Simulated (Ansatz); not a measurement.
## CaZn (Pm-3m)

Computed with DFT r2SCAN, scalar-relativistic, plane waves, PAW (Ansatz).

Cutoff 500 eV; k points 12×12×12 on the computed 2-atom cell (Γ-centred); Gaussian smearing, width 0.10 eV; no spin polarisation.

The structure is relaxed at this level of theory with its symmetry kept. Whether it is the stable form of this composition wasn't checked.

```
Ca Zn
1.0
     3.65289    0.00000    0.00000
     0.00000    3.65289    0.00000
     0.00000    0.00000    3.65289
Ca Zn
1 1
Direct
  0.00000 0.00000 0.00000
  0.50000 0.50000 0.50000
```

```
Space group                                                       : Pm-3m (No. 221)
Volume per atom                                                   : 24.37 Å³
Formation energy from the elements' standard states (uncorrected) : -0.229 eV/atom
Generalised Kohn–Sham band gap                                    : none (metal)
Density of states at the Fermi level                              : 1.20 states/eV per cell
Bulk modulus                                                      : 36 GPa
Its pressure derivative                                           : 4.4
Bader charges (e)                                                 : Ca (1 in the cell) 1.29, Zn (1 in the cell) -1.29
```